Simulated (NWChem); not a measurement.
# Correlation energy of F

SMILES: [F]
```xyz
1

F      0.0000     0.0000     0.0000
```
Charge 0, spin multiplicity 2.

The numbers come from NWChem runs, not from measurements.

Basis set: cc-pVQZ. Each correlation energy counts from its own Hartree-Fock reference.

```json
[
 {"method": "URI-MP2", "correlation energy (mHa)": "-221.4"},
 {"method": "UMP2", "correlation energy (mHa)": "-221.4"},
 {"method": "SCS-UMP2", "correlation energy (mHa)": "-220.8"},
 {"method": "CCSD on ROHF", "correlation energy (mHa)": "-236.6"},
 {"method": "CCSD[T] on ROHF", "correlation energy (mHa)": "-241.5"},
 {"method": "CCSD(T) on ROHF", "correlation energy (mHa)": "-241.4"},
 {"method": "CCSD on UHF", "correlation energy (mHa)": "-231.9"},
 {"method": "CCSD[T] on UHF", "correlation energy (mHa)": "-236.6"},
 {"method": "CCSD(T) on UHF", "correlation energy (mHa)": "-236.5"}
]
```

The values span 20.6 mHa, from CCSD[T] on ROHF (lowest) to SCS-UMP2 (highest). 

The correlated methods keep 1 core orbital frozen. No SCF solution was tested for a lower state. Open-shell Hartree-Fock references start from PBE0 orbitals. Coupled-cluster values serve here as a point of comparison, not as the truth.
